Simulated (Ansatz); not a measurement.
`CCOCCF` → `COCCF` + `[CH2]` (triplet)  (formal loss of a carbene)

Gas-phase electronic energies from Ansatz, PBE0-D4/def2-TZVP geometries. CCSD(T)/CBS is the MP2 limit (def2-TZVPP, def2-QZVPP) plus CCSD(T) − MP2 in def2-TZVPP, frozen cores. This one scheme is used for every species. Functionals use def2-TZVPP. Triplets are unrestricted, without spin–orbit coupling. Each species was taken in one conformer, which may not be the lowest.

```
         level  ΔE (kJ/mol)
     r2SCAN-D4        425.3
MP2/def2-TZVPP        450.5
```

Problem. What does CCSD(T)/CBS give? (Best estimate.)

Solution. The calculation gave: +449.9 kJ/mol. The listed levels differ from it by -24.6, 0.6 kJ/mol.

Problem. What do rigid-rotor, harmonic-oscillator terms from PBE0-D4/def2-TZVP frequencies (298.15 K, 1 bar) make of the CCSD(T)/CBS value? (An estimate is asked.)

Solution. Computed: ΔZPE = -28.8 kJ/mol, ΔH = +427.2 kJ/mol, ΔS = 161 J/(mol·K), ΔG = +379.2 kJ/mol. Open shells count their whole term as degenerate.

Largest T1 diagnostic among the species: 0.011.

In def2-TZVPP, CCSD(T) changes the Hartree–Fock value by +129.6 kJ/mol (the triples alone add +10.0 kJ/mol) and MP2 by +142.1 kJ/mol. From PBE to PBE0 (25 % exact exchange), in def2-TZVPP and without D4, ΔE moves by −5.5 kJ/mol.
